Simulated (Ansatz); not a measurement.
Relaxation of SiC₂ with RKS PBE-D4/def2-TZVP.

```sh
$ ansatz run in.yaml --threads 4 --pin off --events-out ev --progress --plain --max-ram 3916MiB
```

```yaml
crystal:
  periodic: [false, false, false]
  atoms:
    - {symbol: Si, position_ang: [-0.472180, -1.107070, 1.032430]}
    - {symbol: C, position_ang: [0.422120, 0.995320, -0.925940]}
    - {symbol: C, position_ang: [0.050060, 0.111740, -0.106500]}
basis:
  gaussian: {orbitals: def2-TZVP}
hamiltonian: {xc: pbe, dispersion: d4}
scf: {omitted_lower_state_checks: [starts]}
output: {orbitals: {seedname: orbitals}}
relax: {f_tol: 0.02, max_steps: 100}
```

Hardware: 4 threads of Arm Neoverse V1 on a shared host. Wall time 9.5 s.

Positions (Å) and forces (eV/Å) at steps 1, 2, 4, 7, 8, 10, 12, 13, 14, 15, 16, 17, 18, 19, 20 of 20:

```xyz
3
step=1 energy=-9940.6205 eV
Si   -0.472   -1.107    1.032    0.359    0.839   -0.784
C     0.422    0.995   -0.926    0.626    1.488   -1.379
C     0.050    0.112   -0.106   -0.985   -2.327    2.163
3
step=2 energy=-9940.6699 eV
Si   -0.470   -1.102    1.028    0.161    0.377   -0.352
C     0.425    1.001   -0.931    0.112    0.268   -0.248
C     0.045    0.101   -0.096   -0.274   -0.645    0.600
3
step=4 energy=-9940.6756 eV
Si   -0.467   -1.095    1.021    0.000    0.000    0.000
C     0.424    1.000   -0.930    0.000    0.001    0.000
C     0.043    0.096   -0.091    0.000   -0.001    0.000
3
step=7 energy=-9940.6756 eV
Si   -0.468   -1.095    1.022    0.001    0.003   -0.002
C     0.423    1.001   -0.930   -0.005   -0.009    0.009
C     0.045    0.094   -0.092    0.004    0.006   -0.007
3
step=8 energy=-9940.6756 eV
Si   -0.472   -1.092    1.024    0.006    0.018   -0.015
C     0.418    1.006   -0.927   -0.028   -0.062    0.059
C     0.054    0.086   -0.097    0.022    0.044   -0.044
3
step=10 energy=-9940.6758 eV
Si   -0.475   -1.088    1.025   -0.005   -0.004    0.007
C     0.413    1.008   -0.925   -0.012   -0.019    0.021
C     0.061    0.080   -0.100    0.017    0.023   -0.029
3
step=12 energy=-9940.6566 eV rejected
Si   -0.529   -1.022    1.042    0.136    0.230   -0.251
C     0.327    1.067   -0.873   -0.202   -1.520    0.992
C     0.202   -0.045   -0.169    0.066    1.290   -0.741
3
step=13 energy=-9940.6791 eV
Si   -0.502   -1.053    1.032   -0.031   -0.020    0.040
C     0.368    1.037   -0.897   -0.064   -0.194    0.163
C     0.134    0.016   -0.136    0.095    0.214   -0.203
3
step=14 energy=-9940.6823 eV
Si   -0.512   -1.034    1.032   -0.049   -0.035    0.065
C     0.346    1.045   -0.880   -0.059   -0.195    0.159
C     0.165   -0.010   -0.152    0.108    0.229   -0.224
3
step=15 energy=-9940.6916 eV
Si   -0.530   -0.993    1.028    0.002    0.053   -0.029
C     0.303    1.051   -0.842   -0.032    0.040    0.010
C     0.227   -0.058   -0.186    0.031   -0.092    0.019
3
step=16 energy=-9940.7021 eV
Si   -0.545   -0.931    1.009   -0.075   -0.020    0.082
C     0.248    1.042   -0.785   -0.063    0.569   -0.239
C     0.297   -0.110   -0.225    0.138   -0.549    0.157
3
step=17 energy=-9940.7036 eV
Si   -0.548   -0.914    1.003   -0.110   -0.050    0.131
C     0.234    1.037   -0.769   -0.088    0.726   -0.298
C     0.313   -0.123   -0.234    0.198   -0.676    0.167
3
step=18 energy=-9940.7076 eV
Si   -0.563   -0.866    0.992    0.073    0.099   -0.121
C     0.188    1.040   -0.726    0.137   -1.113    0.455
C     0.375   -0.174   -0.266   -0.209    1.014   -0.334
3
step=19 energy=-9940.7181 eV
Si   -0.566   -0.833    0.977    0.032    0.052   -0.058
C     0.163    1.025   -0.695    0.136   -0.816    0.300
C     0.403   -0.192   -0.283   -0.168    0.764   -0.242
3
step=20 energy=-9940.7271 eV
Si   -0.568   -0.785    0.954   -0.004   -0.002    0.005
C     0.129    0.996   -0.647    0.003   -0.011    0.003
C     0.439   -0.212   -0.307    0.001    0.013   -0.008
```

Another isomer (singlet) lies 0.09 eV lower at PBE0-D4/def2-TZVP; other spin states weren't run for this one.
